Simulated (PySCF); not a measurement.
C₅H₁₁O (doublet state).
Geometry (GFN2-xTB, Å), atoms numbered from 1 in this order:
```xyz
17
C5H11O angstrom
C     -0.9643   -1.1844   -0.6031
C     -0.7803   -0.1559    0.4375
C     -1.8754    0.9282    0.3197
C      0.6009    0.5067    0.3216
C      1.7220   -0.5050    0.5626
O      3.0049    0.0659    0.4704
H     -1.4903   -2.0952   -0.3980
H     -0.7079   -0.9625   -1.6216
H     -0.8705   -0.6155    1.4279
H     -1.7492    1.6756    1.0992
H     -2.8598    0.4786    0.4219
H     -1.8169    1.4176   -0.6496
H      0.7110    0.9359   -0.6787
H      0.6908    1.3164    1.0482
H      1.6131   -1.3411   -0.1455
H      1.6564   -0.9066    1.5766
H      3.1084    0.4532   -0.4060
```

The hyperfine couplings belong to this conformer and change with its torsions.

The species is `[CH2][C@H](C)CCO` [radical].

Method: PySCF 2.14.0, UKS B3LYP, pcH-1 on C H O, non-relativistic, mean-field spin-orbit, GIAO. One conformer (not necessarily the lowest) at the GFN2-xTB geometry, without solvent, vibrations or thermal averaging. The geometry wasn't refined by DFT: couplings that depend on bond lengths, twists or pyramidal angles can differ widely from those at the functional's own minimum. Stability of the SCF solution: not tested.

Principal values of hyperfine tensors in MHz (contact and dipolar terms together), for some of the nuclei:

```
atom  isotope       A1      A2      A3
  C1      13C    12.76   13.41  255.61
  C3      13C    82.48   82.61   99.91
  H7       1H  -102.48  -62.94  -23.65
  C2      13C   -32.84  -30.16  -28.48
 H10       1H    19.36   21.18   28.28
  C4      13C    16.57   17.27   25.76
  H9       1H    10.15   11.37   25.03
  C5      13C     2.49    3.91    7.46
```

(1) Give the isotropic coupling of each nucleus in MHz and in mT (g = 2.0026), and the anisotropic part.

(2) What spin density at the nucleus of H7 lies behind its contact coupling (g_N = 5.58569)?

(3) H8 (1H, g_N = 5.58569) isn't in the table. Its spin density at the nucleus is -0.01371 bohr⁻³. What is its contact coupling?

(4) Name the largest traceless tensor T of the table and describe it.

(5) What first-order splitting does H7 cause when the field lies along A1, A2 or A3 of its tensor (g taken as isotropic, no quadrupole term)?

Results:

(1) a_iso = (A1 + A2 + A3)/3, Ti = Ai − a_iso; 1 mT corresponds to 28.029 MHz.

| atom | a_iso (MHz) | a_iso (mT) | T1 | T2 | T3 |
| --- | --- | --- | --- | --- | --- |
| C1 | 93.93 | 3.351 | -81.16 | -80.52 | 161.69 |
| C3 | 88.33 | 3.151 | -5.85 | -5.72 | 11.57 |
| H7 | -63.03 | -2.249 | -39.46 | 0.08 | 39.37 |
| C2 | -30.50 | -1.088 | -2.35 | 0.33 | 2.02 |
| H10 | 22.94 | 0.818 | -3.58 | -1.76 | 5.34 |
| C4 | 19.87 | 0.709 | -3.30 | -2.60 | 5.89 |
| H9 | 15.52 | 0.554 | -5.37 | -4.15 | 9.52 |
| C5 | 4.62 | 0.165 | -2.13 | -0.71 | 2.84 |

(2) a_FC = (2μ0/3) gₑ μB g_N μN ρ(0)/(2S·h) = 800.24 MHz × g_N × ρ(0)/(2S), with ρ in bohr⁻³. With a_FC = -63.03 MHz and 2S = 1, ρ(0) = -0.0141 bohr⁻³. In magnitude that is 4.4 % of the 1/π = 0.318 of a free hydrogen atom.

(3) By the same relation, a_FC = -61.3 MHz. Its full tensor has the principal values -100.39, -61.59, -21.91 MHz.

(4) C1: -81.2, -80.5, 161.7 MHz, axial, in the ratio −1:−1:+2, the form that spin in one p orbital centred on that nucleus gives.

(5) 2 lines (I = 1/2), spaced by |A_i|/(g × 13.996): 3.66, 2.25, 0.84 mT along the axes of A1, A2 and A3.
